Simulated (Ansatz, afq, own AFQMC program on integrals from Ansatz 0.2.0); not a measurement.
Two steps: Ansatz 0.2.0 writes the Fock matrix and Cholesky factors of the valence space, and afq projects on them the lowest state that overlaps trial and start.

```yaml
crystal:
  periodic: [false, false, false]
  atoms:
    - {symbol: B, position_ang: [0.000000, -0.179775, 0.786527]}
    - {symbol: N, position_ang: [0.000000, 0.067403, -0.564987]}
    - {symbol: H, position_ang: [0.000000, 0.657847, 1.639246]}
    - {symbol: H, position_ang: [0.000000, 0.995722, -0.965199]}
    - {symbol: H, position_ang: [0.000000, -0.661987, -1.258945]}
basis:
  gaussian: {orbitals: cc-pVDZ}
magnetization: {spin_polarized: false, initial_magnetization: 1}
correlation: {method: ccsd_t, electrons: outside_noble_gas, hamiltonian_folder: ham}
```

```sh
$ ansatz run in.yaml --threads 1 --pin off --events-out ev --progress --plain --max-ram 1382MiB
```

Options of the walk:

```
--method phaseless --trial hf --walkers 120 --populations 1 --least-time 40 --time-step 0.005 --steps-per-block 20 --equilibration-blocks 112 --max-blocks 600 --target-error 0.0012000 --factor-cut 1e-05 --start spin_pure --seed 7247 --taylor-order 6
```

Times are imaginary, in 1/Eh. The walk had a cap of 1706 s.

afq prints:

```
orbitals 41  electrons 6 5  factors 329 of 396
reference energy -80.85830810 Eh
CCSD correlation -0.26398390 Eh in 11 cycles, weight of the determinant in the CISD state 0.9009
energy of the start -80.858308 Eh
 block  time / (1/Eh)  mean weight  energy / Eh
     1     0.100  1.0011  -80.923306
     2     0.200  1.0020  -80.987841
     3     0.300  1.0017  -81.037862
     4     0.400  1.0027  -81.055969
     5     0.500  1.0022  -81.067035
    10     1.000  1.0001  -81.112722
    86     8.600  0.9985  -81.143269
   171    17.100  1.0009  -81.146678
   256    25.600  1.0013  -81.106476
   273    27.300  1.0023  -81.188691
   341    34.100  0.9991  -81.127239
   426    42.600  0.9977  -81.117285
   511    51.100  0.9995  -81.153565
   596    59.600  1.0017  -81.160280
   613    61.300  0.9989  -81.096366
   681    68.100  1.0011  -81.136289
   698    69.800  0.9998  -81.150336
blocks merged  error / Eh  count
     1  0.001035  600
     2  0.001359  300
     4  0.001802  150
     8  0.002186  75
    16  0.002725  37
    32  0.002991  18
    64  0.003424  9
energy -81.132878 +/- 0.002991 Eh
(rows thinned)
```

The run passed its tests (sampling time, drift between the halves within three errors, error under three times the target), which doesn't prove that it has relaxed.

Against this walk (error 81.4 meV) on the same determinant: CCSD(T) 102.0 meV higher (within the noise), the released energy of a separate walk with a CISD trial 92.6 ± 82.9 meV higher (within the noise), a separate phaseless walk with a CISD trial and standard settings 76.5 ± 82.2 meV higher (within the noise). The error is statistical and leaves out the bias of the constraint.

Cautions: constraint bias not in the error; error above the target (81.4 against 32.7 meV).

The walk took 4.7 min on 1 thread of Arm Neoverse V2, on a shared host. The log's last line is the phaseless energy.

A walk keeps the symmetry of its determinant, which the program's search chose and which needn't be the lowest solution, so a lower state of the same spin and another symmetry isn't excluded.
